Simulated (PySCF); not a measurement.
**Successive S–H bond energies**

All numbers come from PySCF, PBE0, basis S def2-TZVP, H def2-TZVP (no relativity, density fitting).

Each entry is the lowest minimum that a search over a few typed start shapes (and spin states, where more than one is plausible) found, or that minimum re-optimised at the stated level; isomers with ligand–ligand bonds, or fragments after loss of a ligand pair, can lie lower.

Total energies (Eh), which compare only within these settings: H atom -0.50106.

```tsv
species	2S+1	group	E (Eh)	ZPE (kJ/mol)
H₂S⁺	2	C2v	-398.88193	38.1
SH₃⁺	1	C3v	-399.54121	68.1
SH₄⁺	2	C2v	-400.03972	78.5
SH₅⁺	1	C4v	-400.59776	118.8
```

Question: What are De and D0 for SH₃⁺ → H₂S⁺ + H?

Answer: De = [(-398.88193) + (-0.50106) − (-399.54121)] × 2625.5 = 415 kJ/mol. The zero-point energy changes by -29.9 kJ/mol, so D0 = 385 kJ/mol.

Question: What are De and D0 for SH₄⁺ → SH₃⁺ + H?

Answer: De = [(-399.54121) + (-0.50106) − (-400.03972)] × 2625.5 = -7 kJ/mol. The zero-point energy changes by -10.4 kJ/mol, so D0 = -17 kJ/mol.

Question: What are De and D0 for SH₅⁺ → SH₄⁺ + H?

Answer: De = [(-400.03972) + (-0.50106) − (-400.59776)] × 2625.5 = 150 kJ/mol. The zero-point energy changes by -40.3 kJ/mol, so D0 = 109 kJ/mol.

Atoms and open shells are unrestricted, without spin–orbit or basis-set superposition corrections.
